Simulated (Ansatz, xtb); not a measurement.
## Relaxing a trial structure of NO2+

The starting geometry of this gas-phase singlet has its atoms placed at random.

```xyz
3

N     0.7769   -0.0965    1.2495
O    -0.4581    0.8731    0.1420
O    -1.1418    0.5677   -0.7920
```

Guess where an optimisation with r2SCAN-D4/def2-SVP ends from this start.

It ends as a structure given below by its coordinates. Contacts that close: N1–O2 (1.92 → 1.13 Å).

The energy falls by 4.83 eV over 10 steps:

```
step  E − E(last) (eV)
   1             4.834
   2             4.101
   3             2.681
   4             2.448
   5             1.074
   6             0.092
   7             0.002
   8             0.000
   9             0.000
  10             0.000
```

Final geometry (Å):

```xyz
3

N     0.4953    0.2374    1.0400
O    -0.2572    0.4434    0.2185
O    -1.0611    0.6635   -0.6590
```

From the same start GFN2-xTB reaches the same bonding as this run.

From so rough a start the end depends on the optimiser's path, so another program may land elsewhere. The end wasn't checked by frequencies. Run with Ansatz 0.2.0, 11 s on 1 thread of Arm Neoverse N1, on a shared host.
